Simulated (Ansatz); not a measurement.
System: 1T (CdI2-type) PtSe2. Method: PBE in Ansatz (plane waves, PAW).

Run with plane-wave cutoff 520 eV, 12×12×8 k mesh (along the axes of the cell as run), perturbation theory, scalar-relativistic PAW data made under PBE.

Computed at the level's own relaxed cell.

Harmonic phonon frequencies (cm⁻¹; i marks an imaginary mode; at Γ without the LO shift):

| q point | frequencies |
|---|---|
| Γ | 0 0 0 170 170 196 213 213 222 |
| M | 79 99 158 160 160 199 199 208 216 |
| K | 78 137 137 170 170 199 199 203 204 |
| A | 5 5 8 170 170 196 214 214 223 |

No imaginary mode appears at these points.

Note: the run warned that the k mesh is coarse for the response to a field; the cell comes from a level without a dispersion term, which matters for the spacing of layers, chains or molecules; the cell has widely spaced layers and the level no dispersion term, so their spacing and the moduli can rest on weak binding.

Ansatz is a program for electronic structure.
